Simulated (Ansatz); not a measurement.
Isolated molecules relaxed with PBE0-D4/def2-TZVP in Ansatz; ΔE leaves out vibrations. CCSD(T)/CBS is the MP2 limit (def2-TZVPP, def2-QZVPP) plus CCSD(T) − MP2 in def2-TZVPP, frozen cores. This one scheme is used for every species. Functionals use def2-TZVPP. One conformer a species, not always the lowest.

`OC(O)(O)F` + HCl → `OC(O)(O)Cl` + H–F  (substitution at a C–F bond)

| level | ΔE (kJ/mol) |
| --- | --- |
| BLYP-D4 | 13.3 |
| LC-ωPBE | 36.5 |

Problem. What does CCSD(T)/CBS give? (An estimate is asked.)

Solution. The calculation gave: +21.8 kJ/mol. The listed levels differ from it by -8.5, 14.7 kJ/mol.

Largest T1 diagnostic among the species: 0.011.

From PBE to PBE0 (25 % exact exchange), in def2-TZVPP and without D4, ΔE moves by +8.0 kJ/mol. The D4 term adds −6.0 kJ/mol with B3LYP and −3.1 kJ/mol with PBE0; it sums over pairs of atoms, weighted by their polarisabilities, and B3LYP, whose exchange is more repulsive, gets the larger term. At CCSD(T), def2-SVP lies +30.9 kJ/mol from the extrapolated value and def2-TZVPP +8.4 kJ/mol.

B3LYP here is the variant with VWN-RPA as its local correlation; programs differ in this.
